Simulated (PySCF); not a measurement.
Series: cyclo[n]carbon rings. Isolated molecules, 0 K electronic values unless said otherwise. Each species was relaxed from one start; no search for lower structures was made at this level. Strings in code marks are SMILES.

The HOMO from two functionals at the same geometries (CAM-B3LYP-D3(BJ)/def2-SVP), both in PySCF: PBE-D3(BJ)/def2-SVP and CAM-B3LYP-D3(BJ)/def2-SVP. 

```json
[
 {"species": "cyclo[24]carbon `C1#CC#CC#CC#CC#CC#CC#CC#CC#CC#CC#CC#C1`", "PBE-D3(BJ)/def2-SVP (eV)": "-5.65", "CAM-B3LYP-D3(BJ)/def2-SVP (eV)": "-7.42"},
 {"species": "cyclo[26]carbon `c1c#cc#cc#cc#cc#cc#cc#cc#cc#cc#cc#cc#cc#1`", "PBE-D3(BJ)/def2-SVP (eV)": "-6.01", "CAM-B3LYP-D3(BJ)/def2-SVP (eV)": "-7.72"},
 {"species": "cyclo[28]carbon `C1#CC#CC#CC#CC#CC#CC#CC#CC#CC#CC#CC#CC#CC#C1`", "PBE-D3(BJ)/def2-SVP (eV)": "-5.67", "CAM-B3LYP-D3(BJ)/def2-SVP (eV)": "-7.42"},
 {"species": "cyclo[30]carbon `c1c#cc#cc#cc#cc#cc#cc#cc#cc#cc#cc#cc#cc#cc#cc#1`", "PBE-D3(BJ)/def2-SVP (eV)": "-5.96", "CAM-B3LYP-D3(BJ)/def2-SVP (eV)": "-7.67"}
]
```

Over these rows, drawn at random from the members with no instability flagged (it was tested for open shells, ions and some series alone), PBE minus CAM-B3LYP-D3(BJ): mean +1.73 eV, from +1.71 eV to +1.77 eV.
